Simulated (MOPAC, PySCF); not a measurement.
C$_{3}$H$_{9}$N, SMILES `CN(C)C`, neutral singlet in the gas phase. 

Cartesian coordinates (Å):
```xyz
13

C      1.1993    -0.6767     0.1100
N     -0.0749    -0.0898     0.4275
C     -0.0640     1.3439     0.3132
C     -1.1559    -0.6918    -0.3061
H      1.1737    -1.7629     0.2907
H      1.9858    -0.2488     0.7513
H      1.5069    -0.5190    -0.9508
H     -1.0284     1.7596     0.6451
H      0.1174     1.7033    -0.7274
H      0.7233     1.7708     0.9543
H     -2.1198    -0.2752     0.0261
H     -1.1801    -1.7780    -0.1253
H     -1.0834    -0.5354    -1.4084
```
Charge 0, spin multiplicity 1.

All levels are single points at this geometry (PBE0-D3(BJ)/def2-SVP); Pople sets use spherical d functions. Orbital energies aren't observables, and empty levels follow the basis.

BP86/6-31G* in PySCF gives gap (eV) = 6.10.

Q: Estimate the gap (eV) from each of these levels: B3LYP-D3(BJ)/def2-TZVP in PySCF; M06-2X/def2-TZVP in PySCF; PBE-D3(BJ)/def2-TZVP in PySCF; B3LYP/3-21G in PySCF; B3LYP/6-311+G** in PySCF; B3LYP/6-31G* in PySCF; AM1 in MOPAC; PM6 in MOPAC.

A: 
```csv
level,gap (eV)
B3LYP-D3(BJ)/def2-TZVP in PySCF,6.70
M06-2X/def2-TZVP in PySCF,9.24
PBE-D3(BJ)/def2-TZVP in PySCF,5.10
B3LYP/3-21G in PySCF,8.11
B3LYP/6-311+G** in PySCF,5.98
B3LYP/6-31G* in PySCF,7.86
AM1 in MOPAC,12.38
PM6 in MOPAC,11.33
```
